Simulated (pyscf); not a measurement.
A first-order saddle from PySCF, ωB97X-D3(BJ)/def2-SVP:

```xyz
10

C     -2.1631     0.3025     0.9910
Cd    -0.4886    -0.0927    -0.2568
Te     1.2816    -2.4270    -0.3245
H     -1.8460     0.3324     2.0450
H     -2.9102    -0.4991     0.8843
H     -2.6385     1.2623     0.7401
H      0.2033    -3.1206    -1.3776
S      1.0447     0.5862    -2.1495
H      1.5658    -1.0307    -1.5218
H      0.2636     0.0554    -3.1120
```
Charge 0, spin multiplicity 1.

Surface: singlet, charge 0. Lowest wavenumbers (cm⁻¹): 762i, 30, 80, 81, 124.

**Question.** Name the species on either side of this saddle.

**Answer.** `[CH3][Cd][TeH]` + `[SH2]` ⇌ `[CH3][Cd][SH]` + `[TeH2]`, a four-centre exchange read from left to right: Cd–Te, H–S broken and Cd–S, H–Te formed. At ωB97M-D3(BJ)/def2-TZVP it lies +16.7 kcal/mol from the left side and +8.3 kcal/mol from the right (each side as separated species at their lowest minima found). On the reactant side the descent ends in a complex (not fully relaxed), 6.6 kcal/mol under the separated species and 20.6 kcal/mol under the saddle at ωB97X-D3(BJ)/def2-TZVP. On the product side the descent ends in an adduct with a Cd–Te contact (not fully relaxed), 7.6 kcal/mol under the separated species and 9.7 kcal/mol under the saddle at ωB97X-D3(BJ)/def2-TZVP. What is counted as broken (Cd–Te) persists as a longer contact in the product adduct; parting that adduct is a step of its own. At ωB97X-D3(BJ)/def2-TZVP the barrier from the zero used here is 13.9 kcal/mol. One saddle was located; it need not be the lowest between these sides. Elements past Kr carry the def2 core potentials, without spin-orbit coupling.
